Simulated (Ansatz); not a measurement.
`FCC(F)Cl` + H₂O → `OC(F)CF` + HCl at 298.15 K and 1 bar (formal hydrolysis of a C–Cl bond).

Calculated with Ansatz (gas phase, PBE0-D4/def2-TZVP geometries, no zero-point term in ΔE). CCSD(T)/CBS adds triple-zeta CCSD(T) − MP2 to the extrapolated MP2 energy (def2 sets, frozen cores). This one scheme is used for every species. Each species was taken in one conformer, which may not be the lowest.

```json
{"species": "`FCC(F)Cl`", "CCSD(T)/CBS energy (Eh)": "-737.25651", "H − E (kJ/mol)": "152.8", "S (J/(mol·K))": "312.7"}
{"species": "H₂O", "CCSD(T)/CBS energy (Eh)": "-76.37941", "H − E (kJ/mol)": "66.4", "S (J/(mol·K))": "188.7"}
{"species": "`OC(F)CF`", "CCSD(T)/CBS energy (Eh)": "-353.25935", "H − E (kJ/mol)": "190.2", "S (J/(mol·K))": "303.7"}
{"species": "HCl", "CCSD(T)/CBS energy (Eh)": "-460.38127", "H − E (kJ/mol)": "26.6", "S (J/(mol·K))": "186.8"}
```

H − E and S are ideal-gas, rigid-rotor, harmonic terms from PBE0-D4/def2-TZVP, for one conformer and one mirror image of each species. 1 Eh = 2625.50 kJ/mol, R = 8.31446 J/(mol·K).

Q: By hand: ΔE, ΔH, ΔS and ΔG.

A: ΔE = (-353.25935) + (-460.38127) − (-737.25651) − (-76.37941) = -0.00470 Eh = -12.3 kJ/mol. Δ(H − E) = 190.2 + 26.6 − 152.8 − 66.4 = -2.4, so ΔH = -14.7 kJ/mol. ΔS = 303.7 + 186.8 − 312.7 − 188.7 = -10.9 J/(mol·K). ΔG = -14.7 − 298.15 × (-10.9)/1000 = -11.5 kJ/mol.

Q: By hand: the equilibrium constant, and the temperature at which ΔG would vanish if ΔH and ΔS stayed fixed.

A: log₁₀ K = −ΔG/(RT ln 10) = 2.0. ΔG = 0 at ΔH/ΔS = 1349 K, though so small a ΔS makes that figure unsure.

The number of gas molecules stays the same, so ΔS is small and ΔH decides. A doubt of 5 kJ/mol in ΔE shifts log₁₀ K by 0.9 here. Other conformers and mirror images would add mixing entropy, several J/(mol·K) or more a flexible species. These are equilibria of isolated gas molecules and say nothing of rates. Largest T1 diagnostic: 0.011 (customary marks: 0.02 for closed shells, 0.045 for open ones).
